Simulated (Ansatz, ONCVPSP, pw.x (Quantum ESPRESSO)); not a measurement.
# What a changed setting does to a pw.x run (bcc H)

Potential: optimised norm-conserving Vanderbilt (ONCV), ONCVPSP 4.0.1.1 (patched build), LDA (Perdew-Wang 92); core none, reference 1s1; waves: 1s: rc 1.20 bohr, ncon 4, nbas 9, qcut 5.9 1/bohr, 2 projectors, debl 3.2 Ha; p scattering state at 0.38 Ha: rc 0.90 bohr, ncon 4, nbas 9, qcut 7.7 1/bohr, 2 projectors, debl 1.4 Ha; local part: polynomial inside 0.60 bohr (lpopt 5, dvloc0 -1 Ha); core correction: none.

The reference run (k-mesh 18³, cutoffs 45/180 Ry, Fermi–Dirac 0.01 Ry, mixing_beta 0.4, conv_thr 1e-9, no spin) gives -2.68 GPa at 2.974 Å³/atom, where all-electron LAPW gives -2.42 GPa. This run, with its own iteration cap, changes degauss to 0.002.

```
&control
  calculation='scf', prefix='x', pseudo_dir='./', outdir='./tmp', tstress=.true., disk_io='none'
/
&system
  ibrav=0, nat=1, ntyp=1, ecutwfc=45, ecutrho=180, nbnd=7,
  occupations='smearing', smearing='fd', degauss=0.002
/
&electrons
  conv_thr=1e-09, mixing_beta=0.4, electron_maxstep=50
/
ATOMIC_SPECIES
H 1.0 H.UPF
CELL_PARAMETERS angstrom
  -0.90592795 0.90592795 0.90592795
  0.90592795 -0.90592795 0.90592795
  0.90592795 0.90592795 -0.90592795
ATOMIC_POSITIONS crystal
H 0.0000 0.0000 0.0000
K_POINTS automatic
18 18 18 0 0 0
```

```bash
pw.x < H.scf.in > H.scf.out
```

Question: How does the run end?

Answer: It converges in 3 iterations; the free energy moves by +2.9 meV/atom and the pressure by -0.14 GPa. In a metal, with Fermi–Dirac smearing, F lies below its zero-width value by a term in the square of the width.

```
Message from routine setup:
     using ibrav=0 with symmetry is DISCOURAGED, use correct ibrav instead
     lattice parameter (alat)  =       2.9652  a.u.
     unit-cell volume          =      20.0695 (a.u.)^3
     number of electrons       =         1.00
     number of Kohn-Sham states=            7
     kinetic-energy cutoff     =      45.0000  Ry
     charge density cutoff     =     180.0000  Ry
     scf convergence threshold =      1.0E-09
     Exchange-correlation= SLA  PW   NOGX NOGC
     number of k points=   195  Fermi-Dirac smearing, width (Ry)=  0.0020
     iteration #  1     ecut=    45.00 Ry     beta= 0.40
     total energy              =      -1.07054372 Ry
     estimated scf accuracy    <       0.00001339 Ry
     iteration #  2     ecut=    45.00 Ry     beta= 0.40
     total energy              =      -1.07054441 Ry
     estimated scf accuracy    <       0.00000485 Ry
     iteration #  3     ecut=    45.00 Ry     beta= 0.40
     the Fermi energy is     3.9002 ev
!    total energy              =      -1.07054442 Ry
     estimated scf accuracy    <          1.3E-10 Ry
     smearing contrib. (-TS)   =      -0.00003019 Ry
     The total energy is F=E-TS. E is the sum of the following terms:
     one-electron contribution =       0.63648977 Ry
     hartree contribution      =       0.01587701 Ry
     xc contribution           =      -0.65999323 Ry
     ewald contribution        =      -1.06288777 Ry
     convergence has been achieved in   3 iterations
          total   stress  (Ry/bohr**3)                   (kbar)     P=      -28.22
     Message from routine punch:
     Nothing written, as per user request (disk_io='none')
```

The run took about 1.1 s on one core of a shared host (Neoverse-V1, 32 threads, 247 GiB, load 10).
